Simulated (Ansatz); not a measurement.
Consider the ligand exchange at the Al–C bond: `[CH3][AlH2]` + `[OH][AlH2]` → `[AlH2][O][AlH2]` + CH₄.

Calculated with Ansatz (gas phase, PBE0-D4/def2-TZVP geometries, no zero-point term in ΔE). CBS: MP2 limit from def2 TZ/QZ plus the TZ coupled-cluster correction, frozen cores. This one scheme is used for every species. DFT in def2-TZVPP. B3LYP here is the variant with VWN-RPA as its local correlation; programs differ in this.

```csv
level,ΔE (kJ/mol),difference from CCSD(T)/CBS
PBE-D4,-159.3,12.1
revPBE-D4,-158.3,13.1
r2SCAN-D4,-171.9,-0.5
B3LYP-D4,-174.6,-3.2
ωB97M-V,-168.8,2.6
PBE-QIDH,-170.0,1.4
revPBE,-158.0,13.4
BLYP,-171.3,0.1
PBE0,-162.3,9.1
r2SCANh,-171.8,-0.4
RPA@PBE/def2-TZVPP,-171.9,-0.5
CCSD(T)/def2-SVP,-183.5,-12.1
CCSD(T)/def2-TZVPP,-173.5,-2.1
SCS-MP2/def2-QZVPP,-178.2,-6.8
MP2/CBS(def2),-174.3,-2.9
CCSD/CBS(def2),-172.7,-1.3
CCSD(T)/CBS,-171.4,0
```

Largest T1 diagnostic among the species: 0.013.

In def2-TZVPP, CCSD(T) changes the Hartree–Fock value by +12.3 kJ/mol (the triples alone add +1.3 kJ/mol) and MP2 by +9.4 kJ/mol. From PBE to PBE0 (25 % exact exchange), in def2-TZVPP and without D4, ΔE moves by −3.6 kJ/mol. At CCSD(T), def2-SVP lies −12.1 kJ/mol from the extrapolated value and def2-TZVPP −2.1 kJ/mol.
